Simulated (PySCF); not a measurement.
C2H7PS.
Atom-mapped SMILES: `[CH3:1][PH:2]([CH3:3])=[S:4]`

Geometry (PBE0-D3(BJ)/def2-SVP, Å), atoms numbered from 1 in this order:
```
atom  x, y, z in Å
C1    -1.3823    0.3598    0.3926
P2     0.3379    0.6666   -0.1219
C3     1.0684   -0.9895   -0.3214
S4     1.3429    1.8869    1.0069
H5    -1.8986   -0.3123   -0.3093
H6    -1.9047    1.3249    0.4453
H7    -1.3670   -0.0837    1.3988
H8     0.1636    1.0720   -1.4794
H9     2.0868   -0.8754   -0.7175
H10    1.1304   -1.4592    0.6709
H11    0.4694   -1.6166   -0.9992
```

Theory: PySCF 2.14.0, delta-SCF UKS SCAN, pcX-2 on the ionised atom, pcseg-1 elsewhere, spin-free X2C. The ground state was rerun for each ionised atom, in the same mixed basis as its hole state.

| ionised atom | basis functions | E(ionised) (Eh) | binding energy (eV) |
| --- | --- | --- | --- |
| C1 | 130 | -811.03856 | 291.130 |
| P2 | 141 | -742.74944 | 2151.945 |
| S4 | 141 | -730.90520 | 2475.277 |

Problem. Fill in the total energy of each ground state.

Solution. With binding energy = E(ionised) − E(ground) and 27.2114 eV a hartree:

| atom | binding energy (Eh) | E(ground) (Eh) |
| --- | --- | --- |
| C1 | 10.6988 | -821.7374 |
| P2 | 79.0825 | -821.8320 |
| S4 | 90.9648 | -821.8700 |

Problem. How much do the ground-state energies differ, and what would follow from using one of them for all holes?

Solution. They run from -821.8700 Eh (core basis on S4) to -821.7374 Eh (on C1), 0.1326 Eh or 3.61 eV apart, though the state is the same; only basis and grid differ. Pairing the ion of C1 with the ground state of S4 would put its binding energy 3.61 eV too high.

Only 1s holes are shown. Atoms equivalent by their bonding share one computed value, that of the first of them. Geometry: PBE0-D3(BJ)/def2-SVP; no solvent, vibrations or thermal averaging.

On one thread, Arm Neoverse V1 (aarch64), shared host with 32 logical CPUs at a one-minute load of 11, this took 20 s wall and 0.54 GiB of memory at its peak.
